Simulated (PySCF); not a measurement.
**Multinuclear NMR of C₃H₆F₂O**

Geometry (Å), atoms numbered from 1 in this order:
```xyz
12

C    -1.7747   -0.2947    0.1402
C    -0.3088   -0.4553   -0.1674
O     0.3953    0.6180    0.4315
C     1.7083    0.6743    0.1329
F     2.3776   -0.3653    0.6849
F     2.1961    1.7975    0.6575
H    -1.9428   -0.3063    1.2268
H    -2.1544    0.6583   -0.2561
H    -2.3496   -1.1165   -0.3103
H    -0.1317   -0.4510   -1.2610
H     0.0752   -1.4138    0.2230
H     1.9095    0.6548   -0.9579
```

- NMR shieldings at PBE0/pcSseg-1/GIAO
- J couplings at B3LYP/pcJ-1 (spin–dipole term only in couplings to heteroatoms)
- geometry: PBE0-D3(BJ)/def2-SVP
- code: PySCF 2.14
- a single conformation, relativity neglected, rapidly exchanging positions averaged, in vacuum

Problem. Predict the 19F NMR data.

Solution. 
```csv
atoms,environment,σ (ppm),δ (ppm)
F5/F6,fluorine of a CF2 group,275.5,-83.8
```

Shieldings were converted by a linear fit to measured shifts: 19F (scatter 6.9 ppm rms, 7.7 ppm with the 5 outliers that the fit left out vs CFCl3, solution or neat liquid, with a term for F on sp3 carbon). Occasional misses reach two or three times the rms, and more in compound classes unlike the fitted ones. Couplings are scaled by factors fitted to measured values: 2J(H,H) × 0.91 (rms 0.6 Hz), 3J(H,H) × 0.91 (rms 0.4 Hz, 0.5 with 2 outliers), 1J(C,F) × 0.77 (rms 7.3 Hz), 3J(C,F) × 1.48 (rms 1.3 Hz); all others are unscaled and can be 10–30 % off.

Couplings (the largest are listed; each averaged over equivalent pairs): 1J(C4,F5) = -246.7 Hz, 2J(F5,F6) = 125.4 Hz, 2J(F5,H12) = 87.5 Hz, 2J(O3,F5) = -32.5 Hz, 3J(C2,F5) = 4.1 Hz.

On a 400 MHz spectrometer 19F resonates near 376.4 MHz, so 1 ppm is 376.4 Hz.

Problem. Where does 17O resonate?

Solution. 
| atoms | environment | σ (ppm) | δ (ppm) |
| --- | --- | --- | --- |
| O3 | ether oxygen | 218.3 | 69.4 |

Shieldings were converted by a linear fit to measured shifts: 17O: δ = 264.06 − 0.892σ (rms 13.4 ppm, 147 shifts, 14.2 ppm with the 1 outlier that the fit left out vs liquid water, solution or neat liquid). A few per cent of atoms miss by over 2 rms, more outside the fitted compound classes. Couplings are scaled by factors fitted to measured values: 2J(H,H) × 0.91 (rms 0.6 Hz), 3J(H,H) × 0.91 (rms 0.4 Hz, 0.5 with 2 outliers), 1J(C,F) × 0.77 (rms 7.3 Hz), 3J(C,F) × 1.48 (rms 1.3 Hz); all others are unscaled and can be 10–30 % off.

Couplings (the largest are listed; each averaged over equivalent pairs; quadrupolar broadening usually hides them): 1J(O3,C4) = 21.7 Hz, 1J(C2,O3) = 21.0 Hz, 2J(O3,F5) = -32.5 Hz, 2J(C1,O3) = -10.1 Hz, 2J(O3,H12) = -5.4 Hz, 2J(O3,H10) = -2.7 Hz, 3J(O3,H7) = -6.5 Hz.

On a 600 MHz spectrometer 17O resonates near 81.3 MHz, so 1 ppm is 81.3 Hz.
